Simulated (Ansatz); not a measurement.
## Worked example: N₂⁺, doublet against N₂, singlet

Geometry (PBE0/def2-TZVP stationary point of a singlet), kept for both states (N2, singlet: Σg⁺g; N2⁺, doublet: Σg⁺g):

```xyz
2

N     0.0000    0.0000    0.0000
N     0.0000    0.0000    1.0895
```

Basis 6-31G; Ansatz 0.2.0. Only valence electrons are correlated (noble-gas cores frozen). R marks a restricted (for open shells ROHF) determinant.

Full CI is exact within this basis and frozen core; it isn't the basis-set limit.

Coupled cluster chose its determinant by trial CCSD, here up to 0.22 eV above the lowest Hartree–Fock solution of its kind.

```
    level  E(N2, singlet) (hartree)  E(N2⁺, doublet) (hartree)
RCCSD(T)*               -109.099306                -108.554799
      PBE               -109.352117                -108.792328
     PBE0               -109.342740                -108.766546
  full CI               -109.101092                -108.558666
```

Problem. Give the vertical gap, N2⁺ doublet less N2 singlet, at each level in eV (1 hartree = 27.2114 eV), and each error against full CI.

Solution. full CI: (-108.558666 − (-109.101092)) × 27.2114 = 14.760 eV (the reference)
PBE0: (-108.766546 − (-109.342740)) × 27.2114 = 15.679 eV, error 0.919 eV
PBE: (-108.792328 − (-109.352117)) × 27.2114 = 15.233 eV, error 0.473 eV
RCCSD(T): (-108.554799 − (-109.099306)) × 27.2114 = 14.817 eV, error 0.057 eV

Total energies of functionals can't be set beside those of wave-function methods, since they hold the core's correlation and their own absolute errors; only the differences compare.

The set has no polarisation functions, so the order and spacing of states can differ from the basis-set limit.

In so small a basis the reference is far from its limit while semilocal and hybrid functionals are nearer theirs, so the functionals' errors here hold much of the reference's basis and frozen-core error, which can add to them or hide them.

Each level lands on the state that its own search finds; the functionals scatter so widely here that some may stand on another one. T1 diagnostics of restricted CCSD: 0.012 and 0.020.

An asterisk marks runs whose energy the program itself flagged as in doubt.
